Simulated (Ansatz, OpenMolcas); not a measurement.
**From Ansatz to OpenMolcas**

This Ansatz 0.2.0 job computes CH3BCl (SMILES C[B]Cl):

in.yaml:
```yaml
crystal:
  periodic: [false, false, false]
  atoms:
    - {symbol: C, position_ang: [-0.289900, 0.325200, -0.312400]}
    - {symbol: B, position_ang: [0.195300, -1.059500, 0.167700]}
    - {symbol: Cl, position_ang: [1.467800, -1.355700, 1.297800]}
    - {symbol: H, position_ang: [-1.073500, 0.641700, 0.390700]}
    - {symbol: H, position_ang: [0.494200, 1.088800, -0.289700]}
    - {symbol: H, position_ang: [-0.752000, 0.295400, -1.300400]}
basis:
  gaussian:
    orbitals: aug-cc-pVDZ
magnetization:
  spin_polarized: true
  initial_magnetization: 1
hamiltonian:
  xc: {name: BHLYP}
accuracy: high
output:
  orbitals: {seedname: orbitals}
```

```bash
$ ansatz run in.yaml --threads 1 --pin off --max-ram 3480MiB --events-out events.jsonl --progress --plain --runs-dir runs
```

Geometry: relaxed at PBE0-D4/def2-TZVP.

It gives a total energy of -524.904782 Eh.

**Question.** Write the same calculation for OpenMolcas 26.06 as an input file of the program's own, asking for the gradient.

**Answer.** One way, which was run:

run.input:
```
&GATEWAY
 BasLib=$CurrDir
 Coord
 6
 bohr
 C     -0.54783160     0.61453894    -0.59035044
 B      0.36906351    -2.00216483     0.31690707
 Cl     2.77374001    -2.56190171     2.45248656
 H     -2.02862099     1.21263725     0.73831600
 H      0.93390265     2.05753380    -0.54745366
 H     -1.42107405     0.55822510    -2.45739985
 Basis=aug-cc-pVDZ
 Group=NoSym

&SEWARD
 GridInput
 Grid=UltraFine
 End of Grid

&SCF
 UHF
 Spin=2
 KSDFT=HYB_GGA_XC_BHANDHLYP
 Thresholds=1e-10 1e-07 1e-07 1e-05
 PrOrbitals=1

&ALASKA
```

```bash
$ export MOLCAS_MEM=1860
$ pymolcas run.input > run.log
```

(Basis files named in the input come from the Basis Set Exchange and aren't shown.)

Its energy is -524.904781 Eh, the same as the first but for the last digit, at most.
